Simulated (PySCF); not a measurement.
Circular dichroism: SMILES C[C@H]1C[C@@H]1S, C4H8S

Geometry:
```json
{"atom": "C1", "x (Å)": "-1.750", "y (Å)": "-0.274", "z (Å)": "0.050"}
{"atom": "C2", "x (Å)": "-0.415", "y (Å)": "0.249", "z (Å)": "-0.414"}
{"atom": "C3", "x (Å)": "0.542", "y (Å)": "0.868", "z (Å)": "0.560"}
{"atom": "C4", "x (Å)": "0.841", "y (Å)": "-0.475", "z (Å)": "-0.036"}
{"atom": "S5", "x (Å)": "2.145", "y (Å)": "-0.621", "z (Å)": "-1.270"}
{"atom": "H6", "x (Å)": "-2.481", "y (Å)": "0.532", "z (Å)": "0.073"}
{"atom": "H7", "x (Å)": "-2.111", "y (Å)": "-1.047", "z (Å)": "-0.625"}
{"atom": "H8", "x (Å)": "-1.670", "y (Å)": "-0.697", "z (Å)": "1.049"}
{"atom": "H9", "x (Å)": "-0.432", "y (Å)": "0.680", "z (Å)": "-1.408"}
{"atom": "H10", "x (Å)": "0.269", "y (Å)": "0.901", "z (Å)": "1.605"}
{"atom": "H11", "x (Å)": "1.133", "y (Å)": "1.710", "z (Å)": "0.233"}
{"atom": "H12", "x (Å)": "0.763", "y (Å)": "-1.357", "z (Å)": "0.586"}
{"atom": "H13", "x (Å)": "3.163", "y (Å)": "-0.470", "z (Å)": "-0.422"}
```

Method: TDDFT wB97X-D/aug-cc-pVDZ circular dichroism and optical rotation, one conformer, gas phase in PySCF 2.14.0. Geometry: GFN2-xTB.

The molecule is flexible and this is one conformer; a measurement averages over conformers.

**Question.** Assign R or S to each stereocentre.

**Answer.** C2 S, C4 S.

**Question.** Which excitations and rotatory strengths does the calculation give?

**Answer.** Rotatory strengths R in 10⁻⁴⁰ esu² cm², velocity form and length form (origin at the centre of mass); f in length form.
```
state  E (eV)  λ (nm)       f  R (velocity)  R (length)                                  main
    1    5.58     222   0.007          -7.4        -7.3      HOMO→LUMO 0.24, HOMO→LUMO+8 0.24
    2    6.14     202   0.027          -6.5        -6.5    HOMO→LUMO+1 0.26, HOMO→LUMO+8 0.16
    3    6.75     184   0.015          +0.8        +0.9    HOMO→LUMO+2 0.59, HOMO→LUMO+1 0.12
    4    6.90     180   0.015         -16.5       -16.3      HOMO→LUMO 0.36, HOMO→LUMO+4 0.17
    5    7.01     177  0.0008          -2.3        -2.2    HOMO→LUMO+3 0.46, HOMO→LUMO+2 0.14
    6    7.52     165   0.023          +3.7        +3.5    HOMO−1→LUMO 0.33, HOMO→LUMO+4 0.12
    7    7.55     164   0.011          +6.9        +7.1    HOMO→LUMO+6 0.20, HOMO−1→LUMO 0.16
    8    7.66     162   0.012         +16.8       +17.1    HOMO→LUMO+5 0.35, HOMO→LUMO+4 0.16
    9    7.82     159   0.002          +0.6        +0.8   HOMO→LUMO+6 0.20, HOMO→LUMO+10 0.15
   10    7.89     157   0.007         +21.1       +21.4  HOMO−1→LUMO+1 0.26, HOMO−2→LUMO 0.12
   11    7.95     156   0.040         +24.0       +24.1    HOMO−1→LUMO 0.18, HOMO−2→LUMO 0.16
   12    8.02     155   0.030         +17.1       +17.1    HOMO→LUMO+7 0.37, HOMO→LUMO+8 0.23
```

Among the states computed, the strongest CD band (largest |R|) is state 11. The largest dissymmetry factor in size, g = 4R/(D+G), with D and G the electric and magnetic dipole strengths, is +0.035 for state 10 (velocity form, f = 0.007), among bands with |R| over 0.5. The mirror image has the same energies and oscillator strengths and all R with the opposite sign.
